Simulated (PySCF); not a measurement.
Gas-phase reaction: SiO + 2 F = SiOF2

Computed with PySCF (xtb for GFN2) and rigid-rotor harmonic-oscillator thermochemistry at 1 bar. † marks an energy on the PBE0/def2-TZVP geometry and frequencies; other levels use their own. MP2 and CCSD(T) freeze the core. 6-31G* has spherical d functions here. Open shells (unrestricted): F (multiplicity 2, electronic degeneracy 6); the rest are closed-shell singlets. GFN2 has no spin-polarisation term. Spin-orbit splitting is ignored; it lowers the true energy and changes the entropy of F. B3LYP is the form with VWN-RPA correlation. SiOF2: computed as isolated molecules; such fragments, hydroxides, amides, oligomers or adducts are transient or little studied in the gas. MP2 isn't extrapolated to the basis-set limit; its ΔH°(298 K) is -903.7 kJ in def2-SVP and -1001.2 kJ in def2-TZVPP. CCSD(T) isn't extrapolated to the basis-set limit; its ΔH°(298 K) is -835.2 kJ in def2-SVP and -932.0 kJ in def2-TZVPP. The harmonic model lacks anharmonicity and excited electronic states, which grow with temperature; levels with a mode under 35 cm⁻¹ are left out. Warning, large T1 diagnostic: SiO (CCSD(T)/def2-SVP†, CCSD(T)/def2-TZVPP†).

```
level                ΔE electronic, kJ  ΔH°(298 K), kJ  ΔS°(298 K), J/K  ΔG°(2000 K), kJ
-------------------  -----------------  --------------  ---------------  ---------------
B3LYP/6-31G*                      -919            -910             -255             -392
BLYP/def2-TZVP†                   -948            -939             -255             -419
CCSD(T)/def2-SVP†                 -845            -835             -255             -316
CCSD(T)/def2-TZVPP†               -942            -932             -255             -413
GFN2-xTB                          -971            -962             -252             -451
MP2/def2-SVP†                     -913            -904             -255             -384
PBE/def2-SVP                      -957            -948             -253             -434
PBE/def2-TZVP†                    -983            -973             -255             -454
PBE0/def2-QZVP†                   -956            -946             -255             -427
ωB97M-V/def2-TZVP†                -956            -946             -255             -427
```
ΔH° is lowest at PBE/def2-TZVP† and highest at CCSD(T)/def2-SVP†. No reference value is set beside these.
